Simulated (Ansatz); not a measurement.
One geometry of SiH2MeCl (CH5ClSi), several levels of theory.

```yaml
crystal:
  periodic: [false, false, false]
  atoms:
    - {symbol: Si, position_ang: [0.451177, -0.646953, 0.326995]}
    - {symbol: H, position_ang: [0.435320, -0.699004, 1.808525]}
    - {symbol: H, position_ang: [1.853003, -0.702536, -0.152226]}
    - {symbol: C, position_ang: [-0.425422, 0.861668, -0.309054]}
    - {symbol: H, position_ang: [0.066826, 1.765743, 0.060378]}
    - {symbol: H, position_ang: [-1.465087, 0.878395, 0.024347]}
    - {symbol: H, position_ang: [-0.414765, 0.888611, -1.400598]}
    - {symbol: Cl, position_ang: [-0.501051, -2.345935, -0.358367]}
basis:
  gaussian: {orbitals: def2-TZVP, initial_orbitals: start.molden}
hamiltonian: {xc: {name: B3LYP}, dispersion: d4}
scf: {omitted_lower_state_checks: [starts]}
output: {orbitals: {seedname: orbitals}}
```

The file start.molden holds the orbitals of an earlier run on this structure, at another level or in another basis.

```sh
$ ansatz run in.yaml --threads 4 --pin off --events-out ev --progress --plain --max-ram 3916MiB
```

It prints (some lines left out):

```
Functional definition: B3LYP
924 factors; their error is unknown
mean field evaluation 1: about -21522.5997 eV, gradient 6.7e0 eV
mean field evaluation 2: about -21522.6535 eV, gradient 4.8e-2 eV
mean field evaluation 4: about -21522.7026 eV, gradient 6.4e-5 eV
mean field -21522.70263204 eV, -790.9447331156 hartree, gradient 8.4e-5 eV, S^2 0.000000; 0 other end points of the search recorded, 0 dependent functions left out
reference -21522.70288907 eV, -790.9447425612 hartree; 21, 21 occupied and 114, 114 virtual orbitals, 924 factors
Total energy: -21522.94119489 eV, -790.9535001386 hartree
Checks for a lower state left out: starts
```

Run time 1 s (4 threads of Arm Neoverse V2 on a shared host).

As the first input, with `hamiltonian: {xc: hse06, dispersion: d4}` (abridged; 1.1 s):

```
Functional definition: HSE06
mean field -21512.20909309 eV, -790.5591026721 hartree, gradient 7.3e-5 eV, S^2 0.000000
Total energy: -21512.32409694 eV, -790.5633289854 hartree
Checks for a lower state left out: starts
```

As the first input, with `hamiltonian: {xc: lda}` (abridged; 0.5 s):

```
Functional definition: SPW92
mean field -21438.30493454 eV, -787.8431749395 hartree, gradient 8.4e-5 eV, S^2 0.000000
Total energy: -21438.30497047 eV, -787.8431762599 hartree
Checks for a lower state left out: starts
```

The first input with `hamiltonian: {xc: {name: wB97X-V}}` (abridged; 2.8 s):

```
Functional definition: wB97X-V
mean field -21518.16748159 eV, -790.7780694107 hartree, gradient 8.8e-5 eV, S^2 0.000000
Total energy: -21518.16747972 eV, -790.7780693420 hartree
Checks for a lower state left out: starts
```

As the first input, with `gaussian: {orbitals: 6-31G}`, `hamiltonian: {xc: hf}` (abridged; 0.15 s):

```
Functional definition: HF
mean field -21473.60403911 eV, -789.1403931055 hartree, gradient 2.5e-5 eV, S^2 0.000000
Total energy: -21473.60403911 eV, -789.1403931055 hartree
Checks for a lower state left out: starts
```

As the first input, with `hamiltonian: {xc: pbe0, dispersion: d4}` (abridged; 1.1 s):

```
Functional definition: PBE0
mean field -21512.67871992 eV, -790.5763611396 hartree, gradient 7.2e-5 eV, S^2 0.000000
Total energy: -21512.80204099 eV, -790.5808931055 hartree
Checks for a lower state left out: starts
```

First input, but with `gaussian: {orbitals: def2-SVP, initial_orbitals: start.molden}`, `hamiltonian: {xc: pbe, dispersion: d4}` (abridged; 0.45 s):

```
Functional definition: PBE
mean field -21502.02963532 eV, -790.1850144988 hartree, gradient 7.9e-5 eV, S^2 0.000000
Total energy: -21502.17637431 eV, -790.1904070572 hartree
Checks for a lower state left out: starts
```

Geometry: r2SCAN-D4/def2-TZVP.

B3LYP takes the VWN-RPA correlation. HSE06 is defined as in plane-wave codes, on full-range PBE exchange.
